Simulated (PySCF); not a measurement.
# Si₂NH₇: electronic excitations and core binding energies

Wanted: the electronic excitations and core binding energies of Si₂NH₇ (`N[SiH2][SiH3]`), by calculation.

Computed with PySCF 2.14.0, with density-fitted response routines of our own, on a single molecule in the gas phase. Atoms are numbered from 0 throughout.

## (1) Starting geometry

10 atoms, charge 0, multiplicity 1; geometry from: GFN2-xTB.

Bonds of the start (Å): N0–Si1 1.73, Si1–Si2 2.30, N0–H3 1.01, N0–H4 1.01, Si1–H5 1.48, Si1–H6 1.47, Si2–H7 1.47, Si2–H8 1.47, Si2–H9 1.47.

## (2) Excited states and response: B3LYP/def2-SVPD

Job settings and geometry (Å):

```
{"job": {"kind": "uv", "xc": "B3LYP", "basis": "def2-SVPD", "nstates": 8, "ntriplets": 3}, "charge": 0, "multiplicity": 1}
N      1.619250     0.645932     0.409775
Si     0.550961    -0.657747     0.033645
Si    -1.582038     0.083511     0.476134
H      2.613762     0.487294     0.380929
H      1.417091     1.566120     0.053814
H      0.696008    -1.150152    -1.353743
H      1.041893    -1.745277     0.887548
H     -2.579009    -0.935542     0.132708
H     -1.948198     1.279920    -0.294107
H     -1.820836     0.430596     1.879534
```

Level: TDDFT B3LYP/def2-SVPD, vertical, gas phase, core orbitals frozen in the response.

Standard output:

```text
coarse grid: 8656 points
cycle   1  E = -637.6636568032  dE = -6.746e-02  |g| = 4.355e-01  |ddm| = 3.438e+00
cycle   2  E = -637.6013006736  dE =  6.236e-02  |g| = 6.760e-01  |ddm| = 1.375e+00
cycle   3  E = -637.7060417917  dE = -1.047e-01  |g| = 4.053e-02  |ddm| = 7.857e-01
cycle   4  E = -637.7065401144  dE = -4.983e-04  |g| = 8.467e-03  |ddm| = 8.738e-02
cycle   5  E = -637.7065672177  dE = -2.710e-05  |g| = 2.518e-03  |ddm| = 2.098e-02
cycle   6  E = -637.7065695751  dE = -2.357e-06  |g| = 3.453e-04  |ddm| = 4.966e-03
final grid: 72448 points
cycle   7  E = -637.7832033558  dE = -7.332e-06  |g| = 3.293e-03  |ddm| = 2.818e-02
cycle   8  E = -637.7831997900  dE =  3.566e-06  |g| = 5.214e-03  |ddm| = 8.890e-03
cycle   9  E = -637.7832057605  dE = -5.970e-06  |g| = 1.688e-04  |ddm| = 5.790e-03
cycle  10  E = -637.7832057703  dE = -9.810e-09  |g| = 5.272e-05  |ddm| = 4.172e-04
cycle  11  E = -637.7832057713  dE = -1.012e-09  |g| = 9.869e-06  |ddm| = 1.037e-04
cycle  12  E = -637.7832057713  dE = -3.070e-11  |g| = 2.644e-06  |ddm| = 2.063e-05
converged SCF energy = -637.7832057713

Static polarisability (au): isotropic 67.012, principal 59.408 63.778 77.850

Singlet excitations
state   eV       nm        f      main configurations
  1   5.5965    221.5   0.00507   H->L 0.99
  2   6.4538    192.1   0.01033   H->L+1 0.98
  3   6.7023    185.0   0.01313   H->L+2 0.96
  4   6.9464    178.5   0.02052   H->L+3 0.93
  5   7.0586    175.6   0.05908   H-1->L 0.92
  6   7.4013    167.5   0.00156   H->L+4 0.91
  7   7.5913    163.3   0.01467   H->L+5 0.85
  8   7.7218    160.6   0.03574   H-1->L+1 0.74

Triplet excitations (Tamm-Dancoff, eV): 5.2934 6.0771 6.2824
```

It took 7 s on 1 thread, shared host.

The orbitals next to the gap, with their largest atomic shares:

```
orbital     eV                        atoms
 HOMO−3  -9.50   Si2 41 %, H7 32 %, H8 11 %
 HOMO−2  -9.27  Si2 26 %, H9 18 %, Si1 18 %
 HOMO−1  -8.40  Si2 31 %, Si1 31 %, N0 11 %
   HOMO  -7.15   N0 58 %, Si1 15 %, H5 10 %
   LUMO  -0.46  Si1 29 %, Si2 21 %, N0 11 %
 LUMO+1   0.21  Si2 35 %, Si1 28 %, H9 13 %
 LUMO+2   0.38  Si2 43 %, Si1 17 %, H8 12 %
```

With each of the 8 states as a Gaussian band of 0.4 eV half-width at 1/e, the curve within the window shown has maxima at 221 nm (ε 210), 177 nm (ε 3,700) L/(mol cm). Beyond the last state computed it falls off for lack of states. The curve at chosen wavelengths:

(nm, ε (L/mol/cm)): (155, 1025), (159, 1885), (162, 2291), (166, 2543), (170, 2949), (174, 3507), (177, 3682), (181, 3340), (185, 2570), (188, 1959), (192, 1285), (196, 805), (200, 485), (203, 332), (207, 221), (211, 187), (215, 194), (218, 205), (222, 210), (226, 194), (229, 171), (233, 132), (237, 93), (241, 60), (244, 41), (248, 24)

Further results of this job:

```
           property  computed
  dipole moment (D)      1.23
polarisability (Å³)      9.93
 HOMO–LUMO gap (eV)      6.69
      −ε(HOMO) (eV)      7.15
```

## (3) Core-electron binding energies: SCAN, X2C

Settings changed since step 2:

```diff
@@ -1,2 +1,2 @@
-{"job": {"kind": "uv", "xc": "B3LYP", "basis": "def2-SVPD", "nstates": 8, "ntriplets": 3}, "charge": 0, "multiplicity": 1}
+{"job": {"kind": "xps"}, "charge": 0, "multiplicity": 1}
 N      1.619250     0.645932     0.409775
```

Level: delta-SCF UKS SCAN, pcX-2 on the ionised atom, pcseg-1 elsewhere, spin-free X2C.

Standard output:

```text
ground state, core basis on atom 0 (N), 116 functions
  cycle   1  E = -638.99654485  |g| = 4.94e-01
  cycle   2  E = -638.88641551  |g| = 8.56e-01
  cycle   3  E = -639.04856044  |g| = 5.75e-02
  cycle   4  E = -639.04948790  |g| = 1.17e-02
  cycle   5  E = -639.04952499  |g| = 4.21e-03
  cycle   6  E = -639.04952921  |g| = 1.59e-03
  cycle   7  E = -639.04952849  |g| = 1.67e-04
  E(ground) = -639.11254307 Eh
hole in N 1s of atom 0
  cycle   1  E = -623.48384344  |g| = 1.86e+00
  cycle   2  E = -622.97743215  |g| = 1.98e+00
  cycle   3  E = -624.14415425  |g| = 3.35e-01
  cycle   4  E = -624.17993820  |g| = 5.78e-02
  cycle   5  E = -624.18168477  |g| = 2.01e-02
  cycle   6  E = -624.18198308  |g| = 3.96e-03
  cycle   7  E = -624.18199397  |g| = 1.65e-03
  cycle   8  E = -624.18199617  |g| = 5.79e-04
  cycle   9  E = -624.18199668  |g| = 1.45e-04
  E(ion) = -624.24370263 Eh   <S^2> = 0.7644   hole on atom = 1.000   binding energy = 404.602 eV
ground state, core basis on atom 1 (Si), 127 functions
  cycle   1  E = -639.13168932  |g| = 2.87e-01
  cycle   2  E = -639.13171781  |g| = 4.07e-02
  cycle   3  E = -639.13159265  |g| = 3.93e-02
  cycle   4  E = -639.13187377  |g| = 1.17e-02
  cycle   5  E = -639.13190200  |g| = 1.15e-03
  cycle   6  E = -639.13190377  |g| = 8.68e-05
  E(ground) = -639.15519044 Eh
hole in Si 1s of atom 1
  cycle   1  E = -570.20902962  |g| = 4.35e+00
  cycle   2  E = -570.32450824  |g| = 2.12e+00
  cycle   3  E = -570.92602513  |g| = 7.35e-01
  cycle   4  E = -571.22172079  |g| = 3.00e-01
  cycle   5  E = -571.26049112  |g| = 1.36e-01
  cycle   6  E = -571.26951345  |g| = 2.69e-02
  cycle   7  E = -571.26985044  |g| = 5.48e-03
  cycle   8  E = -571.26986549  |g| = 2.26e-03
  cycle   9  E = -571.26986972  |g| = 3.17e-04
  E(ion) = -571.30077868 Eh   <S^2> = 0.7521   hole on atom = 1.000   binding energy = 1846.413 eV
hole in Si 2p of atom 1
  cycle   1  E = -634.86743552  |g| = 1.23e+00
  cycle   2  E = -634.71509112  |g| = 1.11e+00
  cycle   3  E = -635.14897343  |g| = 2.61e-01
  cycle   4  E = -635.18721940  |g| = 1.14e-01
  cycle   5  E = -635.19204401  |g| = 5.33e-02
  cycle   6  E = -635.19360226  |g| = 3.67e-03
  cycle   7  E = -635.19360727  |g| = 1.91e-03
  cycle   8  E = -635.19361010  |g| = 2.97e-04
  E(ion) = -635.22838734 Eh   <S^2> = 0.7517   hole on atom = 1.002   binding energy = 106.854 eV
  2p3/2 = 106.629 eV   2p1/2 = 107.253 eV
ground state, core basis on atom 2 (Si), 127 functions
  cycle   1  E = -639.12564770  |g| = 2.86e-01
  cycle   2  E = -639.12574468  |g| = 3.14e-02
  cycle   3  E = -639.12572603  |g| = 2.61e-02
  cycle   4  E = -639.12586587  |g| = 8.51e-03
  cycle   5  E = -639.12588289  |g| = 1.37e-03
  cycle   6  E = -639.12588319  |g| = 7.13e-05
  E(ground) = -639.14928200 Eh
hole in Si 1s of atom 2
  cycle   1  E = -570.21398183  |g| = 4.35e+00
  cycle   2  E = -569.42895984  |g| = 2.37e+00
  cycle   3  E = -570.24095148  |g| = 1.27e+00
  cycle   4  E = -571.23966759  |g| = 2.92e-01
  cycle   5  E = -571.25790775  |g| = 1.89e-01
  cycle   6  E = -571.27637576  |g| = 2.83e-02
  cycle   7  E = -571.27684682  |g| = 6.51e-03
  cycle   8  E = -571.27687232  |g| = 1.48e-03
  cycle   9  E = -571.27687415  |g| = 4.62e-04
  E(ion) = -571.30827787 Eh   <S^2> = 0.7523   hole on atom = 1.000   binding energy = 1846.048 eV
hole in Si 2p of atom 2
  cycle   1  E = -634.87043392  |g| = 1.23e+00
  cycle   2  E = -634.75356782  |g| = 1.05e+00
  cycle   3  E = -635.16203135  |g| = 2.28e-01
  cycle   4  E = -635.19042818  |g| = 1.17e-01
  cycle   5  E = -635.19563033  |g| = 4.74e-02
  cycle   6  E = -635.19689368  |g| = 5.77e-03
  cycle   7  E = -635.19691124  |g| = 2.16e-03
  cycle   8  E = -635.19691364  |g| = 4.91e-04
  E(ion) = -635.23232933 Eh   <S^2> = 0.7525   hole on atom = 1.002   binding energy = 106.586 eV
  2p3/2 = 106.389 eV   2p1/2 = 107.012 eV
```

Run time: 19 s. Hardware: 1 thread, shared host.

The holes in one table. −ε is the ground-state orbital energy:

```
       hole  stands for                   environment  ΔSCF (eV; 2p as the shell's mean)  −ε (eV)   ⟨S²⟩
  N1s on N0          N0    nitrogen bonded to Si, 2 H                             404.60    385.4  0.764
Si1s on Si1         Si1  silicon bonded to N, Si, 2 H                            1846.41   1793.3  0.752
Si2p on Si1         Si1  silicon bonded to N, Si, 2 H                             106.84     96.1  0.752
Si1s on Si2         Si2     silicon bonded to Si, 3 H                            1846.05   1793.0  0.752
Si2p on Si2         Si2     silicon bonded to Si, 3 H                             106.60     95.9  0.752
```

With the spin-orbit splitting: Si1 2p3/2 106.63, 2p1/2 107.25 eV; Si2 2p3/2 106.39, 2p1/2 107.01 eV. The table gives each 2p level as the mean over the whole 2p shell (two parts 2p3/2, one part 2p1/2), which differs a little from the single hole in the log.

## (4) What came out

| quantity | value |
| --- | --- |
| lowest singlet (B3LYP/def2-SVPD) | 5.60 eV (222 nm), f = 0.005 |
| brightest single state of those computed | state 5, 7.06 eV, f = 0.059 |
| lowest triplet | 5.29 eV |
| Si1s binding energies, SCAN/pcX-2 | Si1 1846.41, Si2 1846.05 eV |
| Si2p binding energies, SCAN/pcX-2 | Si1 106.84, Si2 106.60 eV |
| N1s binding energies, SCAN/pcX-2 | N0 404.60 eV |

In words: The first singlet state (HOMO→LUMO 0.99) lies at 5.60 eV and is weak; of the 8 states computed, the strongest absorption comes from state 5 at 7.06 eV (the last state computed is bright too, and its partners may lie past the list). The lowest triplet lies 0.30 eV below the lowest singlet (triplets in Tamm-Dancoff, singlets in full TDDFT). The Si1s levels kept as sound span 0.36 eV, from Si2 (silicon bonded to Si, 3 H) up to Si1 (silicon bonded to N, Si, 2 H). Si1 (silicon bonded to N, Si, 2 H) binds its Si2p electron 0.24 eV more tightly than Si2 (silicon bonded to Si, 3 H).
